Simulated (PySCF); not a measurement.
Species: C₄H₆.
SMILES with atom numbers: `[CH2:1]=[CH:2][CH:3]=[CH2:4]` (hydrogens: H5, H6 on C1; H7 on C2; H8 on C3; H9, H10 on C4)

Computed with PySCF at CAM-B3LYP/def2-SVPD, non-relativistic, on one gas-phase PBE0-D3(BJ)/def2-SVP geometry that isn't relaxed in the solvent. The solvent is an IEF-PCM continuum (van der Waals radii × 1.2), and excitations are vertical TDDFT with non-equilibrium linear response and a frozen core. The model holds no explicit solvent molecules, cavitation or dispersion.

Gas-phase singlets (H = HOMO, L = LUMO):

```json
{"state": "S1", "E (eV)": "5.929", "λ (nm)": "209", "f": "0.715", "leading configurations": "H→L 98%"}
{"state": "S2", "E (eV)": "6.838", "λ (nm)": "181", "f": "0.000", "leading configurations": "H→L+1 95%"}
{"state": "S3", "E (eV)": "7.065", "λ (nm)": "175", "f": "0.000", "leading configurations": "H→L+2 66%, H→L+3 30%"}
{"state": "S4", "E (eV)": "7.287", "λ (nm)": "170", "f": "0.062", "leading configurations": "H→L+3 64%, H→L+2 30%"}
{"state": "S5", "E (eV)": "7.357", "λ (nm)": "169", "f": "0.000", "leading configurations": "H-2→L 96%"}
```

Problem. How does the list change in chloroform (ε = 4.711)?

Solution. 
```tsv
state	E (eV)	λ (nm)	f	leading configurations	change by rank (eV)
S1	5.659	219	0.834	H→L 98%	-0.270
S2	6.859	181	0.000	H→L+1 95%	+0.021
S3	7.203	172	0.000	H→L+2 43%, H→L+3 37%, H-2→L 16%	+0.138
S4	7.276	170	0.005	H-2→L 80%, H→L+2 14%	-0.011
S5	7.357	169	0.083	H→L+3 55%, H→L+2 38%	0.000
```

Problem. Give the list for dichloromethane (ε = 8.93), n² = 2.03.

Solution. 
```csv
state,E (eV),λ (nm),f,leading configurations,change by rank (eV)
S1,5.671,219,0.830,H→L 98%,-0.258
S2,6.867,181,0.000,H→L+1 95%,+0.029
S3,7.220,172,0.000,"H-2→L 49%, H→L+3 25%, H→L+2 22%",+0.155
S4,7.275,170,0.003,"H-2→L 47%, H→L+2 32%, H→L+3 19%",-0.012
S5,7.377,168,0.086,"H→L+3 52%, H→L+2 42%",+0.020
```

Problem. The ground-state energy changes by -0.077 eV from gas to dichloromethane. By how much does the total energy of gas-phase S1 change?

Solution. E(S1) = E(S0) + excitation energy, so it changes by -0.077 − 0.258 = -0.335 eV: it is lowered more than the ground state, which is what a red shift means. This is the vertical state, with the slow part of the continuum still set for S0.

Problem. How do the frontier levels move from gas to dichloromethane?

Solution. 
```csv
orbital,gas (eV),solvent (eV),change (eV),"Löwdin shares, gas","Löwdin shares, solvent"
LUMO+2,1.95,2.11,+0.16,"C4 16 %, C1 16 %, H10 16 %, H5 16 %","C1 20 %, C4 20 %, H10 14 %, H5 14 %"
LUMO+1,1.73,1.81,+0.08,"C4 21 %, C1 21 %, C3 11 %, C2 11 %","C4 22 %, C1 22 %, C3 12 %, C2 12 %"
LUMO,0.19,0.21,+0.02,"C1 25 %, C4 25 %, C2 16 %, C3 16 %","C4 25 %, C1 25 %, C3 16 %, C2 16 %"
HOMO,-8.06,-8.05,+0.01,"C4 25 %, C1 25 %, C3 19 %, C2 19 %","C4 25 %, C1 25 %, C3 19 %, C2 19 %"
HOMO-1,-10.83,-10.82,+0.01,"C2 28 %, C3 28 %, C1 16 %, C4 16 %","C2 28 %, C3 28 %, C1 16 %, C4 16 %"
HOMO-2,-11.22,-11.10,+0.12,"C3 21 %, C2 21 %, C4 11 %, C1 11 %","C3 21 %, C2 21 %, C4 11 %, C1 11 %"
HOMO-3,-12.34,-12.22,+0.12,"C1 21 %, C4 21 %, H5 11 %, H10 11 %","C1 21 %, C4 21 %, H5 11 %, H10 11 %"
```

The HOMO–LUMO gap goes from 8.25 to 8.26 eV.

Conformer computed: `[CH2:1]=[CH:2][CH:3]=[CH2:4]`: C1–C2–C3–C4 180°.
